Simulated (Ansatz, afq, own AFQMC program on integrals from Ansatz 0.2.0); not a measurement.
Integrals from Ansatz 0.2.0, then the random walk in our own AFQMC program (afq).

```yaml
crystal:
  periodic: [false, false, false]
  atoms:
    - {symbol: C, position_ang: [-0.418275, 0.000000, 0.472253]}
    - {symbol: C, position_ang: [0.317003, 0.000000, -0.472253]}
    - {symbol: H, position_ang: [0.235746, 0.000000, 1.312381]}
    - {symbol: H, position_ang: [0.971025, 0.000000, -1.312381]}
basis:
  gaussian: {orbitals: cc-pVDZ}
magnetization: {spin_polarized: false}
correlation: {method: ccsd_t, electrons: outside_noble_gas, hamiltonian_folder: ham}
```

```sh
$ ansatz run in.yaml --threads 1 --pin off --events-out ev --progress --plain --max-ram 1382MiB
```

afq runs on the folder ham with

```
--method phaseless --trial hf --walkers 140 --populations 1 --least-time 40 --time-step 0.005 --steps-per-block 20 --equilibration-blocks 112 --max-blocks 600 --target-error 0.00114 --factor-cut 1e-05 --seed 3288 --taylor-order 6
```

Times are imaginary, in 1/Eh. The walk had a cap of 536 s.

```
orbitals 36  electrons 5 5  factors 287 of 350
reference energy -76.76743257 Eh
CCSD correlation -0.27637848 Eh in 11 cycles, weight of the determinant in the CISD state 0.8683
energy of the start -76.767432 Eh
 block  time / (1/Eh)  mean weight  energy / Eh
     1     0.100  0.9996  -76.835685
     2     0.200  1.0007  -76.880890
     3     0.300  1.0007  -76.925544
     4     0.400  1.0015  -76.957987
     5     0.500  1.0019  -76.965588
     7     0.700  0.9997  -76.999964
     9     0.900  0.9993  -77.004358
    18     1.800  1.0011  -77.050885
    52     5.200  0.9979  -77.049565
    86     8.600  1.0014  -77.063394
   120    12.000  1.0007  -77.030215
   154    15.400  0.9990  -77.058696
   188    18.800  1.0012  -77.045629
   222    22.200  0.9989  -77.066131
   256    25.600  0.9993  -77.021170
   273    27.300  0.9996  -77.014995
   290    29.000  1.0028  -77.098436
   324    32.400  1.0002  -77.055120
   358    35.800  0.9984  -77.042170
   392    39.200  0.9979  -77.074455
   426    42.600  0.9996  -77.051556
   460    46.000  0.9996  -77.050121
   494    49.400  1.0021  -77.083670
   528    52.800  0.9988  -77.112445
   562    56.200  0.9978  -77.064840
   596    59.600  0.9998  -77.024299
   630    63.000  0.9979  -77.023758
   664    66.400  0.9997  -77.043970
   698    69.800  1.0007  -77.080703
blocks merged  error / Eh  count
     1  0.001055  600
     2  0.001384  300
     4  0.001791  150
     8  0.002075  75
    16  0.002348  37
    32  0.002415  18
    64  0.002621  9
energy -77.059220 +/- 0.002415 Eh
(rows thinned)
```

Question: Estimate how long the walk took on 1 thread of Intel(R) Xeon(R) Platinum 8488C (Sapphire Rapids), on a shared host.

Answer: 2.2 min of wall time.

The run passed its tests (sampling time, drift between the halves within three errors, error under three times the target), which doesn't prove that it has relaxed. The second half of the sampling lies below the first by 1.9 errors of their difference, so the energy may still be moving and its error bar be too small.

Against this walk (error 65.7 meV) on the same determinant: CCSD(T) 82.3 meV higher (within the noise), CCSDT(Q) 37.7 meV higher (within the noise). The error is statistical and leaves out the bias of the constraint.

Cautions: constraint bias not in the error; error above the target (65.7 against 31.0 meV); higher spins were not checked; raised T1 diagnostic (T1 0.028, weight of the determinant 0.87, largest double 0.12).

CCSDT and higher add their correlation energy to the determinant of the CCSD(T) run, since their own runs factorise the integrals more tightly (a shift of under 2 meV). A walk keeps the symmetry of its determinant, which the program's search chose and which needn't be the lowest solution, so a lower state of the same spin and another symmetry isn't excluded.
